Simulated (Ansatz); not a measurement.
A nudged elastic band was laid between two geometries of C2H2Cl3F (8 atoms, charge 0, multiplicity 1).

Theory: Ansatz 0.2.0, RKS BLYP-D4/def2-SVP.

```
movable images  : 5
climbing image  : yes
spring          : 5.0 eV/Å²
optimiser       : quadratic models (default)
start path      : through a guess of the saddle point
force threshold : 0.5 eV/Å
iteration limit : 60
end points      : relaxed
```

Initial state:

```xyz
8
Properties=species:S:1:pos:R:3
Cl -1.923 0.808 0.487
C -0.252 0.616 -0.204
Cl -0.323 0.668 -2.009
Cl 0.821 1.937 0.404
C 0.273 -0.754 0.267
F 1.544 -0.983 -0.214
H -0.421 -1.536 -0.108
H 0.281 -0.757 1.377
```

Final state:

```xyz
8
Properties=species:S:1:pos:R:3
Cl -1.821 0.101 2.033
C 0.376 0.411 -0.826
Cl -0.386 0.915 -2.307
Cl 0.989 1.670 0.231
C 0.466 -0.890 -0.481
F 1.039 -1.279 0.669
H 0.067 -1.705 -1.102
H -0.731 0.776 1.783
```

(1) What changes between the two ends?

(2) What energy profile does the band end with?

(3) What is the geometry of the highest image?

## Answers

(1) Bonds broken: Cl1–C2, C5–H8. Bonds formed: Cl1–H8. C2H2Cl3F becomes C2HCl2F + ClH.

(2) The run converged. The highest image is number 3 of 0 to 6, 48.7 kcal/mol above the first end and 38.4 kcal/mol above the last; the last end lies 10.3 kcal/mol above the first. The threshold of 0.5 eV/Å is loose, so the images may lie well off the minimum-energy path. The profile has 2 maxima (images 1, 3) with wells between them (image 2): this band takes more than one step, which may be the mechanism or a detour left from its start path. Neighbouring images differ by up to 2.1 eV, so the band resolves the path poorly. The order of the stationary point at the top wasn't checked. The orbitals stay closed-shell, which can raise the energy where a bond breaks towards radicals; this wasn't checked here.

```json
{"image": "0", "path coordinate (Å)": "0.00", "energy (kcal/mol)": "0.0", "Cl1–C2 (Å)": "1.82", "C5–H8 (Å)": "1.11", "Cl1–H8 (Å)": "2.85"}
{"image": "1", "path coordinate (Å)": "1.71", "energy (kcal/mol)": "6.7", "Cl1–C2 (Å)": "1.82", "C5–H8 (Å)": "1.11", "Cl1–H8 (Å)": "2.61"}
{"image": "2", "path coordinate (Å)": "3.42", "energy (kcal/mol)": "0.2", "Cl1–C2 (Å)": "1.81", "C5–H8 (Å)": "1.11", "Cl1–H8 (Å)": "2.95"}
{"image": "3", "path coordinate (Å)": "5.12", "energy (kcal/mol)": "48.7", "Cl1–C2 (Å)": "2.78", "C5–H8 (Å)": "1.20", "Cl1–H8 (Å)": "1.87"}
{"image": "4", "path coordinate (Å)": "6.11", "energy (kcal/mol)": "13.3", "Cl1–C2 (Å)": "3.39", "C5–H8 (Å)": "2.19", "Cl1–H8 (Å)": "1.31"}
{"image": "5", "path coordinate (Å)": "7.10", "energy (kcal/mol)": "11.4", "Cl1–C2 (Å)": "3.58", "C5–H8 (Å)": "2.53", "Cl1–H8 (Å)": "1.30"}
{"image": "6", "path coordinate (Å)": "8.09", "energy (kcal/mol)": "10.3", "Cl1–C2 (Å)": "3.62", "C5–H8 (Å)": "3.06", "Cl1–H8 (Å)": "1.31"}
```

(3) 
```xyz
8
Properties=species:S:1:pos:R:3
Cl -1.646 0.661 1.574
C 0.125 0.574 -0.571
Cl -0.949 0.701 -1.901
Cl 1.143 1.888 -0.201
C 0.298 -0.742 0.079
F 1.410 -0.774 0.891
H 0.306 -1.589 -0.628
H -0.687 -0.719 0.759
```

Time of the run: 110 s on 2 threads of Arm Neoverse V2, with other jobs on the host, peak memory 0.15 GiB.
